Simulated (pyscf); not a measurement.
Optimised with ωB97X-D3(BJ)/def2-SVP in PySCF.

Task: For the elementary gas-phase step F–CH(F)–SiH₂–SiH(SiH₃)–SiH₃ → H₃Si–SiH(SiH₃)–SiH₃ + F–C:–F [singlet] (singlet surface; C–Si, C–H broken, H–Si formed), what barrier and reaction energy does ωB97M-D3(BJ)/def2-TZVP give, measured from the reactant's lowest minimum found?

Result: ΔE‡ = 3.00 eV, ΔE = +2.39 eV. Zero-point energy shifts the barrier by -0.18 eV. It is a 1,1-elimination, with an imaginary mode of 583i cm⁻¹. This saddle turned up in a search for another step; its sides and bond changes are read from the two ends of the descent. This is the saddle that the search found; another between the same sides may lie lower.
